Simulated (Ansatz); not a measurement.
**Vanadium, bcc: convergence with Gaussian smearing**

Computed with Ansatz, r²SCAN, scalar-relativistic PAW, on the relaxed cell (a = 2.984 Å; spin not included). Errors count from a run at 500 eV on a Γ-centred 24×24×24 mesh with Fermi-Dirac smearing of 0.1 eV, extrapolated to zero width. Fixed here: cutoff 500 eV, mesh 15×15×15. The SCF starts from atomic densities corrected by a trained network.

| width (eV) | E(σ→0) error (meV/atom) | F error (meV/atom) | P (GPa) | SCF iterations |
| --- | --- | --- | --- | --- |
| 0.01 | -0.9 | -0.9 | -0.87 | 6 |
| 0.03 | -0.9 | -1.4 | -0.76 | 6 |
| 0.1 | -1.3 | -5.0 | -0.50 | 6 |
| 0.2 | -0.8 | -16.6 | -0.17 | 6 |
| 0.3 | -0.6 | -36.5 | 0.17 | 6 |
| 0.6 | -10.5 | -138.0 | 1.44 | 6 |
| 1.0 | -34.9 | -348.6 | 4.01 | 6 |
